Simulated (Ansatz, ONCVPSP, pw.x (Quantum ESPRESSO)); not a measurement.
# What a changed setting does to a pw.x run (fcc Al)

Potential: optimised norm-conserving Vanderbilt (ONCV), ONCVPSP 4.0.1, PBE; core [Ne], reference 3s2 3p1; waves: 3s: rc 2.05 bohr, ncon 3, nbas 6, qcut 2.6 1/bohr, local; 3p: rc 3.66 bohr, ncon 5, nbas 10, qcut 2.9 1/bohr, 2 projectors, debl 1.8 Ha; d scattering state at 0.26 Ha: rc 2.50 bohr, ncon 4, nbas 8, qcut 3.9 1/bohr, 2 projectors, debl 1.5 Ha; local part: the s channel; core correction: none.

The reference run (k-mesh 14³, cutoffs 55/220 Ry, Fermi–Dirac 0.01 Ry, mixing_beta 0.4, conv_thr 1e-9, no spin) gives 0.51 GPa at 16.527 Å³/atom, where all-electron LAPW gives -0.17 GPa. This run, with its own iteration cap, changes conv_thr to 1e-06.

```
&control
  calculation='scf', prefix='x', pseudo_dir='./', outdir='./tmp', tstress=.true., disk_io='none'
/
&system
  ibrav=0, nat=1, ntyp=1, ecutwfc=55, ecutrho=220, nbnd=8,
  occupations='smearing', smearing='fd', degauss=0.01
/
&electrons
  conv_thr=1e-06, mixing_beta=0.4, electron_maxstep=70
/
ATOMIC_SPECIES
Al 1.0 Al.UPF
CELL_PARAMETERS angstrom
  0.00000000 2.02172157 2.02172157
  2.02172157 0.00000000 2.02172157
  2.02172157 2.02172157 0.00000000
ATOMIC_POSITIONS crystal
Al 0.0000 0.0000 0.0000
K_POINTS automatic
14 14 14 0 0 0
```

```bash
pw.x < Al.scf.in > Al.scf.out
```

Task: How does the run end?

Result: It converges in 4 iterations; the free energy moves by +0.0 meV/atom and the pressure by +0.01 GPa. The result is that of the reference run.

```
Message from routine setup:
     using ibrav=0 with symmetry is DISCOURAGED, use correct ibrav instead
     lattice parameter (alat)  =       5.4030  a.u.
     unit-cell volume          =     111.5297 (a.u.)^3
     number of electrons       =         3.00
     number of Kohn-Sham states=            8
     kinetic-energy cutoff     =      55.0000  Ry
     charge density cutoff     =     220.0000  Ry
     scf convergence threshold =      1.0E-06
     Exchange-correlation= PBE
     number of k points=   104  Fermi-Dirac smearing, width (Ry)=  0.0100
     iteration #  1     ecut=    55.00 Ry     beta= 0.40
     total energy              =      -4.15226227 Ry
     estimated scf accuracy    <       0.00579926 Ry
     iteration #  2     ecut=    55.00 Ry     beta= 0.40
     total energy              =      -4.15216821 Ry
     estimated scf accuracy    <       0.00196990 Ry
     iteration #  3     ecut=    55.00 Ry     beta= 0.40
     total energy              =      -4.15219514 Ry
     estimated scf accuracy    <       0.00000242 Ry
     iteration #  4     ecut=    55.00 Ry     beta= 0.40
     the Fermi energy is     7.9058 ev
!    total energy              =      -4.15219557 Ry
     estimated scf accuracy    <       0.00000051 Ry
     smearing contrib. (-TS)   =      -0.00208739 Ry
     The total energy is F=E-TS. E is the sum of the following terms:
     one-electron contribution =       2.84434632 Ry
     hartree contribution      =       0.00620626 Ry
     xc contribution           =      -1.60035217 Ry
     ewald contribution        =      -5.40030860 Ry
     convergence has been achieved in   4 iterations
          total   stress  (Ry/bohr**3)                   (kbar)     P=        5.19
     Message from routine punch:
     Nothing written, as per user request (disk_io='none')
```

The run took about 9.7 s on one core of a shared host (Intel(R) Xeon(R) Processor @ 2.60GHz, 24 threads, 31 GiB, load 12).
